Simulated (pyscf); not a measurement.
# Four-centre exchange: H₃C–CH₂–ZnH (SMILES C[CH2][ZnH]) + HF (SMILES F) -> H₃C–CH₂–ZnH (SMILES C[CH2][ZnH]) + HF (SMILES F)

Gas phase, singlet surface, charge 0. Bonds broken: C1–H11, H4–F10. Bonds formed: C1–H4, F10–H11. Structures and frequencies: ωB97X-D3(BJ)/def2-SVP in PySCF.

Transition state (Å):

```xyz
11

C     -0.2599    -0.4651    -0.0764
C     -1.1391     0.0416     1.0717
Zn    -0.8714     1.9120     1.5804
H     -0.7782    -1.5190    -0.7032
H     -0.3882     0.0957    -1.0202
H      0.8246    -0.3886     0.1227
H     -2.2018    -0.1054     0.8075
H     -0.9776    -0.5943     1.9606
H     -0.6560     3.3904     1.9784
F     -0.6174    -2.8356    -0.7011
H     -0.1051    -1.7874    -0.0702
```

One imaginary mode, 2446i cm⁻¹; descent along it reached the two sides named.

| bond | change | reactant side (Å) | saddle | product side |
|---|---|---|---|---|
| C1–H11 | breaks | 1.109 | 1.331 | 2.295 |
| H4–F10 | breaks | 0.925 | 1.326 | 3.0 |
| C1–H4 | forms | 2.289 | 1.331 | 1.109 |
| F10–H11 | forms | 3.0 | 1.326 | 0.925 |

Electronic energies relative to the separated reactants (kJ/mol):

```tsv
level	barrier	reaction energy	reverse barrier
ωB97X-D3(BJ)/def2-TZVP	268.7	0.0	268.7
PBE/def2-TZVP	224.3	0.0	224.3
r²SCAN/def2-TZVP	245.1	0.0	245.1
B3LYP-D3(BJ)/def2-TZVP	260.0	0.0	260.0
PBE0-D3(BJ)/def2-TZVP	251.2	0.0	251.2
M06-2X/def2-TZVP	278.1	0.0	278.1
ωB97M-D3(BJ)/def2-TZVP	266.6	0.0	266.6
HF/def2-TZVP	365.1	0.0	365.1
```

With ωB97M-D3(BJ)/def2-TZVP energies and thermal terms (ideal gas, 1 atm, RRHO with modes under 100 cm⁻¹ raised to 100, one conformer, R ln 2 for chiral ones without a mode under 150 cm⁻¹), in kJ/mol:

```tsv
T (K)	ΔH‡	ΔG‡	ΔH	ΔG
298	254.4	293.2	0.0	0.0
600	254.5	332.6	0.0	0.0
900	256.3	371.3	0.0	0.0
1200	258.8	409.2	0.0	0.0
```

The same reactants have a lower exit, to H₃C–CH₂–Zn–F + H₂ (barrier +30.4 kJ/mol at ωB97M-D3(BJ)/def2-TZVP, against +266.6 kJ/mol here). Another saddle between the same species, by other bonds, lies lower (230.7 kJ/mol against 266.6 kJ/mol at ωB97M-D3(BJ)/def2-TZVP). Elements up to Kr have no core potential and no relativistic terms here.
